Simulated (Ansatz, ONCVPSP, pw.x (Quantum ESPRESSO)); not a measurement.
# copper (Cu) (bcc): variants of one ONCV potential in the solid

* Element: copper (Cu)
* Generator: ONCVPSP 4.0.1.1 (patched build)
* Type: optimised norm-conserving Vanderbilt (ONCV)
* Functional: PBEsol
* Relativity: scalar-relativistic
* Frozen core: [Ar]
* Valence charge: 11
* Reference configuration: 3d10 4s0.5 4p0.5
* Partial waves: 4s: rc 2.40 bohr, ncon 4, nbas 8, qcut 3.1 1/bohr, 2 projectors, debl 2.2 Ha; 4p: rc 3.50 bohr, ncon 4, nbas 7, qcut 2.4 1/bohr, 2 projectors, debl 2.1 Ha; 3d: rc 1.50 bohr, ncon 3, nbas 7, qcut 11.6 1/bohr, 2 projectors, debl 1.3 Ha
* Local potential: polynomial inside 1.20 bohr (lpopt 5, dvloc0 -1 Ha)
* Core correction: polynomial model core, fcfact 0.35

Crystal test: bcc Cu in pw.x 7.5, no spin, 16³ k-points, Fermi–Dirac smearing 0.01 Ry, cutoffs set for each file from its atomic test. The reference is all-electron LAPW (Ansatz 0.2.0) with the same functional, mesh and smearing; V0 and B0 come from Birch–Murnaghan fits to the pressures at five volumes. Errors are pseudo minus all-electron; Δ is the rms difference of the E(V) curves that follow from these fits, minima aligned, over ±6 % about the mean V0. Mesh and smearing are coarse, so the numbers serve the comparison and aren't converged zero-temperature values; the lattice is a test structure that the element need not adopt.

All-electron: a0 = 2.833 Å (V0 = 11.36 Å³/atom), B0 = 165.5 GPa.

Base: The largest radius (3.50 bohr) exceeds half the bond length (2.32 bohr), so the spheres overlap, which is one possible source of error among others. This is a poor potential for the solid. The generator flags a localised state at positive energy (s at 23 eV). Atomic configuration tests: 1 of 4 tests not solved or not reliable.

1 further variants are left out: they gave no file fit for a test, a broken result, the same result as the base, or pressures whose basis-set error rivals the error shown.

A dash in a converged row means that the minimum lies outside the volumes sampled.

| change | cutoffs (Ry) | pw.x | a0 (Å) | a0 error (%) | B0 error (%) | Δ (meV/atom) | mean pressure error (GPa) |
| --- | --- | --- | --- | --- | --- | --- | --- |
| base | 130/520 | converged | 2.813 | -0.68 | +185.7 | 23.6 | -9.68 |
| all radii but the core radius scaled by about 0.80 (s 1.92, p 2.80, d 1.20 bohr); local potential polynomial inside 0.96 bohr (lpopt 5, dvloc0 -1 Ha) | 150/600 | converged; bound ghost | – | – | – | – | -66.89 |
| all radii but the core radius scaled by about 0.91 (s 2.18, p 3.18, d 1.36 bohr); local potential polynomial inside 1.08 bohr (lpopt 5, dvloc0 -1 Ha) | 140/560 | converged; bound ghost | – | – | – | – | -24.71 |
| all radii but the core radius scaled by about 1.06 (s 2.54, p 3.72, d 1.60 bohr); local potential polynomial inside 1.28 bohr (lpopt 5, dvloc0 -1 Ha) | 125/500 | converged | 2.813 | -0.68 | +176.6 | 23.0 | -9.63 |

Give the row for: all radii but the core radius scaled by about 1.16 (s 2.80, p 4.08, d 1.74 bohr); local potential polynomial inside 1.40 bohr (lpopt 5, dvloc0 -1 Ha).

pw.x: converged; mean pressure error (GPa): -9.41; a0 (Å): 2.813; a0 error (%): -0.68; B0 error (%): +169.9; Δ (meV/atom): 22.4.
